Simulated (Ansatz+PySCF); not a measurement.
Two shapes of singlet CHO(+).

Shape 1:

```xyz
3

H     0.0000    0.0000   -1.6262
C     0.0000    0.0000   -0.5149
O     0.0000    0.0000    0.5895
```

Shape 2:

```xyz
3

H    -0.0401   -0.0069   -1.5971
C    -0.0324   -0.0041   -0.5528
O    -0.0338   -0.0322    0.6073
```

Basis set: def2-SVP (spherical functions). Correlated methods keep 2 orbitals frozen. Charge 1, multiplicity 1.

Computed with Ansatz (development build ahead of 0.2.0); each method stands on the lowest determinant of its kind that the runs found.

(1) Which shape is lower in energy, and by how much in each method?

Answers

(1)

```json
{"method": "RHF-MP2", "E(2) − E(1) (eV)": "0.135"}
{"method": "RHF-CCSD", "E(2) − E(1) (eV)": "0.243"}
{"method": "UHF-CCSD", "E(2) − E(1) (eV)": "0.243"}
{"method": "PBE (restricted)", "E(2) − E(1) (eV)": "0.203"}
{"method": "PBE0 (unrestricted)", "E(2) − E(1) (eV)": "0.303"}
```

Shape 1 is lower.
